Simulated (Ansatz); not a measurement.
**What a trial cell of AlOs3 relaxes into**

Method: DFT PBE, scalar-relativistic, plane waves, PAW (Ansatz). Cutoff 420 eV, Γ-centred k mesh, Gaussian smearing, no spin polarisation in the final step.

AlOs3 was placed on the Cu3Au (L1_2) structure type (Pm-3m, No. 221), with Al in place of Au, Os in place of Cu, at a guessed volume.

```
Al Os
1.0
     3.77339    0.00000    0.00000
     0.00000    3.77339    0.00000
     0.00000    0.00000    3.77339
Al Os
1 3
Direct
  0.00000 0.00000 0.00000
  0.00000 0.50000 0.50000
  0.50000 0.00000 0.50000
  0.50000 0.50000 0.00000
```

Steps on the 4×4×4 mesh (4 atoms). 5 of 5 steps are shown, and the free energy counts from the last. Trial steps that were taken back and renewals of the plane-wave basis can be among the rows.

| step | ΔF (meV/atom) | V (Å³/atom) | P (GPa) |
| --- | --- | --- | --- |
| 1 | 71.3 | 13.43 | 24.61 |
| 2 | 65.5 | 15.50 | -17.95 |
| 3 | 1.6 | 14.56 | -2.61 |
| 4 | 0.5 | 14.41 | 0.37 |
| 5 | 0.0 | 14.41 | 0.35 |

A final relaxation ran on a 12×12×12 mesh. The relaxed crystal, Pm-3m (No. 221):

```cif
data_structure
_symmetry_space_group_name_H-M 'Pm-3m'
_symmetry_Int_Tables_number 221
_cell_length_a 3.8606
_cell_length_b 3.8606
_cell_length_c 3.8606
_cell_angle_alpha 90.000
_cell_angle_beta 90.000
_cell_angle_gamma 90.000
_cell_volume 57.54
loop_
_atom_site_label
_atom_site_type_symbol
_atom_site_symmetry_multiplicity
_atom_site_Wyckoff_symbol
_atom_site_fract_x
_atom_site_fract_y
_atom_site_fract_z
_atom_site_occupancy
Al1 Al 1 a 0.00000 0.00000 0.00000 1
Os1 Os 3 c 0.00000 0.50000 0.50000 1
```

* Volume per atom: 14.38 Å³
* Density: 17.25 g/cm³
* Energy over the elements: 0.23 eV/atom
* Gap on the 12×12×12 mesh: 0 eV (a metal)

Formation energies are uncorrected and refer to the elements' standard structures at the same level.

The final run used a 12×12×12 mesh on its 4-atom cell and 0.10 eV smearing. The k mesh leaves about 4 meV/atom of noise in metals. Spin–orbit coupling is left out.

Symmetry constrained the relaxation, so the result can be a saddle point.

Cost: 3 runs of about 0.65 core-minutes in all, on Arm Neoverse V1 (shared hosts).